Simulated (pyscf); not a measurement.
Single points on ωB97X-D3(BJ)/def2-SVP structures (PySCF, gas phase).

SMILES: C=CCCN
```xyz
14

C     -1.9767    -0.4510    -2.2673
C     -1.0509    -1.0856    -1.5446
C     -0.7589    -0.8303    -0.0917
C      0.5986    -0.1264     0.1072
N      0.7110     1.1955    -0.4875
H     -2.6362     0.2990    -1.8151
H     -2.1207    -0.6639    -3.3313
H     -0.4101    -1.8286    -2.0401
H     -0.7529    -1.7876     0.4592
H     -1.5592    -0.2086     0.3468
H      1.3996    -0.7645    -0.3069
H      0.8053    -0.0435     1.1876
H      0.0181     1.8213    -0.0771
H      0.4870     1.1471    -1.4814
```
Charge 0, spin multiplicity 1.

### Question
What is the homolytic dissociation enthalpy (298 K, ωB97M-D3(BJ)/def2-TZVP) of the C–N bond of `[CH2]=[CH][CH2][CH2][NH2]`, to •H₂C–CH₂–CH=CH₂ + NH₂•?

### Answer
C–N to •H₂C–CH₂–CH=CH₂ + NH₂•: 86.5 kcal/mol. The 7 functionals that were run give +78.2 (r²SCAN) to +87.9 kcal/mol (M06-2X). The radicals are drawn with the spin at the cut bond; how far it spreads was not checked. •H₂C–CH₂–CH=CH₂ lies 18.1 kcal/mol over its isomer •H₂C–CH=CH–CH₃, and others may lie lower still (electronic energy, ωB97M-D3(BJ)).
